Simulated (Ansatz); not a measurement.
CuW3: from a trial structure to a relaxed crystal

The calculation used DFT PBE, scalar-relativistic, plane waves, PAW (Ansatz 0.2.0). Cutoff 420 eV, Γ-centred k mesh, Gaussian smearing, no spin polarisation in the final step.

The start puts CuW3 on the sites of a reported Ni3Sb cell (Pmmn, No. 59), with Cu in place of Sb, W in place of Ni, at a guessed volume.

```
CELL_PARAMETERS angstrom
4.45150 0.00000 0.00000
0.00000 5.53721 0.00000
0.00000 0.00000 4.68437
ATOMIC_POSITIONS crystal
Cu 0.00000 0.00000 0.67000
Cu 0.50000 0.50000 0.33000
W 0.00000 0.25000 0.16700
W 0.00000 0.75000 0.16700
W 0.50000 0.75000 0.83300
W 0.50000 0.25000 0.83300
W 0.50000 0.00000 0.33000
W 0.00000 0.50000 0.67000
```

Cell and atoms relax at zero pressure; the relaxation can't lower the symmetry of the start. After a coarse first stage the cell is made exact in the group found at 0.06 Å.

The zero of energy is the elements' standard structures at the same level; no fitted shifts are applied.

(1) Describe the relaxed structure.

(2) What are its volume, energy, density and gap?

Answers

(1) It keeps Pmmn (No. 59). Conventional cell: a = 4.484 Å, b = 5.498 Å, c = 4.942 Å. Cu is coordinated by 12 W at 2.74–2.83 Å; W on Wyckoff site e (4 atoms of the primitive cell) has 8 W at 2.62–2.90 Å and 4 Cu at 2.76–2.83 Å; W on Wyckoff site b (2 atoms of the primitive cell) has 4 Cu at 2.74–2.75 Å and 8 W at 2.76–2.90 Å.

```cif
data_structure
_symmetry_space_group_name_H-M 'Pmmn:1'
_symmetry_Int_Tables_number 59
_cell_length_a 4.4841
_cell_length_b 5.4981
_cell_length_c 4.9416
_cell_angle_alpha 90.000
_cell_angle_beta 90.000
_cell_angle_gamma 90.000
_cell_volume 121.83
loop_
_atom_site_label
_atom_site_type_symbol
_atom_site_symmetry_multiplicity
_atom_site_Wyckoff_symbol
_atom_site_fract_x
_atom_site_fract_y
_atom_site_fract_z
_atom_site_occupancy
Cu1 Cu 2 a 0.00000 0.00000 0.66670 1
W1 W 4 e 0.00000 0.23815 0.15899 1
W2 W 2 b 0.50000 0.00000 0.34971 1
```

(2) The volume per atom is 15.23 Å³. The density is 16.77 g/cm³, the energy over the elements is 0.37 eV/atom and the gap on the 8×8×8 mesh is 0 eV (a metal).

The final run used a 8×8×8 mesh on its 8-atom cell and 0.10 eV smearing. The k mesh leaves about 4 meV/atom of noise in metals. Spin–orbit coupling is left out. Symmetry constrained the relaxation, so the result can be a saddle point.